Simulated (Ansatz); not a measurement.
Geometry optimisation, RKS r2SCAN/STO-3G (Ansatz 0.2.0).

Input file:

```yaml
crystal:
  periodic: [false, false, false]
  atoms:
    - { symbol: C, position_ang: [0.3833, -1.3953, 0.2482] }
    - { symbol: C, position_ang: [0.0205, -0.0775, 0.4996] }
    - { symbol: O, position_ang: [-0.0918, 0.4126, 1.7756] }
    - { symbol: C, position_ang: [-0.1702, 0.8795, -0.6291] }
    - { symbol: "N", position_ang: [-0.32949, 2.17318, -0.53072] }
    - { symbol: F, position_ang: [0.05125, 0.40837, -1.88847] }
    - { symbol: H, position_ang: [0.4211, -1.7072, -0.7846] }
    - { symbol: H, position_ang: [0.5764, -2.0544, 1.0119] }
    - { symbol: H, position_ang: [0.1443, -0.2987, 2.445] }
    - { symbol: H, position_ang: [-0.3368, 2.49242, -1.49377] }
basis:
  gaussian: { orbitals: STO-3G }
hamiltonian:
  xc: r2scan
relax:
  f_tol: 0.015
  max_steps: 40
```

Run as:

```bash
$ ansatz run input.yaml --threads 1 --pin off --max-ram 2048MiB --backend cpu --events-out ev --progress --plain --runs-dir out
```

**Question.** Where does it end, and by what steps?

**Answer.** The run converged. Limits of this set-up: minimal basis. After 6 steps the energy has fallen by 0.569 eV; H10 moved furthest, 0.16 Å.

```tsv
step	energy less start (eV)	largest force component (eV/Å)	accepted
0	0.0000	4.030	yes
1	-0.4614	1.444	yes
2	-0.5045	1.179	yes
3	-0.5618	0.406	yes
4	-0.5682	0.193	yes
5	-0.5690	0.059	yes
6	-0.5692	0.015	yes
```

```xyz
10
Properties=species:S:1:pos:R:3
C 0.382 -1.408 0.246
C 0.094 -0.103 0.470
O -0.070 0.521 1.720
C -0.092 0.885 -0.670
N -0.340 2.165 -0.433
F 0.024 0.324 -1.919
H 0.485 -1.775 -0.777
H 0.516 -2.121 1.063
H 0.087 -0.259 2.369
H -0.417 2.604 -1.415
```

Whether the end is a true minimum wasn't checked by a vibrational analysis.

Time of the run: 50 s on 1 thread of Intel(R) Xeon(R) Processor @ 2.50GHz (Skylake/Cascade Lake), with other jobs on the host, peak memory 0.17 GiB.
